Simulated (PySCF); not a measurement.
Gas-phase reaction: AlCl2OH + AlH2Cl = AlHCl2 + AlOCl + H2

Energies from PySCF (xtb for GFN2), thermal terms from the rigid-rotor harmonic-oscillator model, ideal gas at 1 bar. † marks an energy on the PBE0/def2-TZVP geometry and frequencies; other levels use their own. 6-31G* has spherical d functions here. All species are closed-shell singlets. B3LYP is the form with VWN-RPA correlation. AlCl2OH, AlH2Cl, AlHCl2: computed as isolated molecules; such fragments, hydroxides, amides, oligomers or adducts are transient or little studied in the gas. Warning, point group unlike the PBE0 one: AlCl2OH (GFN2-xTB).

ωB97M-V/def2-TZVP† gives ΔH°(298 K) = 258 kJ.

Q: What do GFN2-xTB, B3LYP/6-31G*, LDA/def2-TZVP† give?

A: GFN2-xTB: 197 kJ; B3LYP/6-31G*: 236 kJ; LDA/def2-TZVP†: 256 kJ. For scale, ΔH°(298 K) is 258 kJ at this level, 266 kJ at ωB97X-V/def2-TZVP†, and runs from 197 to 314 kJ over the 20 levels computed.
